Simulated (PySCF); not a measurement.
Reaction (SMILES): ClCCl → Cl[CH-]Cl + H+
B3LYP-D3(BJ)/def2-TZVP geometries, fixed; electronic energies without zero-point terms.
Largest species:
```
C
H 1 1.0832
H 1 1.0832 2 111.91
Cl 1 1.7804 2 108.02 3 118.77
Cl 1 1.7804 2 108.02 3 -118.77
```

Effect of the atomic grid (radial, angular points) at B3LYP/def2-TZVP with PySCF, against the last row, where the deprotonation energy is 386.56 kcal/mol. Cost is core time over that of atom_grid: 30, 110, unpruned, rough, on shared machines of one kind.

```json
[
 {"setting": "atom_grid: 30, 110, unpruned", "grid points, largest species": "16504", "largest shift of a total energy (mEh)": "-2.834", "shift of the deprotonation energy (kcal/mol)": "0.094", "cost": "1×"},
 {"setting": "atom_grid: 50, 194, unpruned", "grid points, largest species": "48504", "largest shift of a total energy (mEh)": "-0.027", "shift of the deprotonation energy (kcal/mol)": "-0.013", "cost": "2×"},
 {"setting": "atom_grid: 75, 302, unpruned", "grid points, largest species": "113256", "largest shift of a total energy (mEh)": "0.002", "shift of the deprotonation energy (kcal/mol)": "0.003", "cost": "3×"},
 {"setting": "atom_grid: 99, 590, unpruned", "grid points, largest species": "292056", "largest shift of a total energy (mEh)": "0.000", "shift of the deprotonation energy (kcal/mol)": "0.000", "cost": "5×"},
 {"setting": "atom_grid: 150, 974, unpruned", "grid points, largest species": "730504", "largest shift of a total energy (mEh)": "0.000", "shift of the deprotonation energy (kcal/mol)": "0.000", "cost": "10×"}
]
```

Within 0.02 kcal/mol in the deprotonation energy: atom_grid: 50, 194, unpruned; atom_grid: 75, 302, unpruned; atom_grid: 99, 590, unpruned. The largest shift is 2.834 mEh in a total energy and 0.094 kcal/mol in the difference.
